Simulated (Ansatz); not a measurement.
Two isomers of C4H6ClF: A = `C=C(C)C(F)Cl`, B = `C/C(Cl)=C/CF`.

Computed with Ansatz on PBE0-D4/def2-TZVP structures; ΔE is electronic, products minus reactants. CCSD(T)/CBS is the MP2 limit (def2-TZVPP, def2-QZVPP) plus CCSD(T) − MP2 in def2-TZVPP, frozen cores. Functionals use def2-TZVPP. B3LYP here is the variant with VWN-RPA as its local correlation; programs differ in this. One conformer a species, not always the lowest.

A:

```xyz
12

C    -1.256    0.620    0.694
C    -0.219    0.082    0.067
C     0.002    0.158   -1.408
C     0.809   -0.689    0.831
F     0.481   -0.841    2.136
Cl    2.403    0.131    0.750
H    -2.014    1.161    0.140
H    -1.379    0.535    1.766
H     0.921    0.704   -1.638
H    -0.833    0.660   -1.897
H     0.107   -0.841   -1.844
H     0.977   -1.681    0.404
```

B:

```xyz
12

C    -1.660    0.817    0.663
C    -0.422    0.504   -0.096
Cl   -0.105    1.620   -1.392
C     0.401   -0.506    0.156
C     1.650   -0.846   -0.569
F     1.670   -2.205   -0.846
H    -1.595    1.808    1.119
H    -2.526    0.822   -0.004
H    -1.821    0.077    1.448
H     0.144   -1.158    0.986
H     2.532   -0.630    0.045
H     1.732   -0.302   -1.512
```

(1) Which is lower in electronic energy at CCSD(T)/CBS, and by how much? (An estimate is asked.)

(2) Give E(B) − E(A) in kcal/mol with ωB97M-V, r2SCAN-D4, CCSD(T)/def2-TZVPP, B2PLYP, B3LYP, HF/def2-TZVPP, PBE-D4. (Best estimate.)

Largest T1 diagnostic: 0.011.

## Answers

(1) Computed: A, by 0.6 kcal/mol.

(2) Computed: ωB97M-V 0.9, r2SCAN-D4 0.6, CCSD(T)/def2-TZVPP 0.8, B2PLYP 0.0, B3LYP -0.4, HF/def2-TZVPP 0.3, PBE-D4 -0.2. The order is the other way round with B3LYP, PBE-D4.
